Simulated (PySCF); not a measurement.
Potential energy of PH⁺ along the bond

Set-up: basis P cc-pV(D+d)Z, H cc-pVDZ; no relativity; PySCF 2.14. Energies in eV from P⁺ + H in their ground configurations at the same level. State: ²Π (doublet), unpaired electrons π ↑.

| R (Å) | UHF-MP2 | UHF-SCS-MP2 |
| --- | --- | --- |
| 1.240 | -2.494 | -2.586 |
| 1.298 | -2.789 | -2.882 |
| 1.355 | -2.953 | -3.047 |
| 1.399 | -3.007 | -3.102 |
| 1.442 | -3.014 | -3.110 |
| 1.485 | -2.982 | -3.080 |
| 1.543 | -2.893 | -2.992 |
| 1.615 | -2.724 | -2.826 |
| 1.702 | -2.464 | -2.569 |
| 1.817 | -2.056 | -2.160 |

Q: Put a parabola through the three lowest points of the UHF-MP2 curve and estimate Re, k and ωe (reduced mass 0.9761 u; 1 eV/Å² = 0.16022 mdyn/Å; ωe = 1302.8·√(k/μ) cm⁻¹).

A: Through R = 1.399, 1.442, 1.485 Å the second-order coefficient is 10.5 eV/Å², so Re ≈ 1.428 Å, k ≈ 3.38 mdyn/Å and ωe ≈ 2424 cm⁻¹. A polynomial fit of higher order to the unrounded UHF-MP2 energies gives Re = 1.427 Å, k = 3.53 mdyn/Å, ωe = 2477 cm⁻¹; anharmonicity and rounding make the difference.

The higher-order fit for each curve: UHF-MP2: Re = 1.427 Å, ωe = 2477 cm⁻¹, De = 3.02 eV; UHF-SCS-MP2: Re = 1.428 Å, ωe = 2467 cm⁻¹, De = 3.11 eV.

Correlated steps freeze 5 core orbitals. Correlated levels converge slowly with the basis: in double zeta they bind strong bonds too weakly, by up to about 1 eV, and carry superposition errors of some tenths. For an ion De counts to the pair picked by the measured ionisation energies or electron affinities, which need not be the lowest pair at this level. The state is the lowest determinant that a PBE0 search found; another state may lie lower at other levels.
